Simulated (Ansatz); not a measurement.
# Two structures, one formula

Two relaxed structures of Si2H4S, singlet (PBE0-D4/def2-TZVP; forces vanish, vibrations not checked).

A:

Si1  (-0.896, -0.191, -0.658)
Si2  (0.826, 0.414, 0.647)
S3  (0.510, -1.639, 0.087)
H4  (-2.276, -0.327, -0.136)
H5  (-0.881, 0.002, -2.127)
H6  (0.662, 0.706, 2.090)
H7  (2.055, 1.034, 0.097)
(Å)

B:

Si1  (-0.722, -0.133, -0.512)
Si2  (1.171, 0.463, 0.682)
S3  (0.300, -1.776, 0.627)
H4  (-2.131, -0.165, -0.040)
H5  (-0.689, -0.577, -1.932)
H6  (0.204, 0.624, 1.852)
H7  (1.031, -2.235, -0.404)
(Å)

Program: Ansatz 0.2.0. Basis: def2-TZVPP. Cores are frozen in the correlated methods. B3LYP uses VWN-RPA correlation.

Task: Which structure is lower at CCSD(T), and by how much? (To be estimated.)

Result: Computed: A, by 125.1 kJ/mol (electronic energy, against the other). By their contacts, A is Si₂H₄S ([SiH2]1[SiH2][S]1) and B is Si₂H₄S ([SiH]1[SiH2][SH]1).

All methods give the same order:

```json
{"method": "PBE-D4", "E(B) − E(A) (kJ/mol)": "110.1"}
{"method": "r2SCAN-D4", "E(B) − E(A) (kJ/mol)": "130.9"}
{"method": "PBE0-D4", "E(B) − E(A) (kJ/mol)": "122.7"}
{"method": "B3LYP-D4", "E(B) − E(A) (kJ/mol)": "119.1"}
{"method": "wB97M-V", "E(B) − E(A) (kJ/mol)": "119.6"}
{"method": "HF", "E(B) − E(A) (kJ/mol)": "152.8"}
{"method": "MP2", "E(B) − E(A) (kJ/mol)": "136.5"}
{"method": "CCSD", "E(B) − E(A) (kJ/mol)": "128.5"}
{"method": "CCSD(T)", "E(B) − E(A) (kJ/mol)": "125.1"}
```

T1 diagnostic: at most 0.016.

Labels in which every atom is bracketed show which atoms are joined, not bond orders.

For scale, one of the runs: CCSD(T)/def2-TZVPP, 182 basis functions, launched by `ansatz run in.yaml --threads 2 --pin off --events-out ev --progress --plain --max-ram 4352MiB`. Hardware: 2 CPU threads of an Arm Neoverse V1, shared host. Wall time 30 s; peak host memory 1.5 GiB.
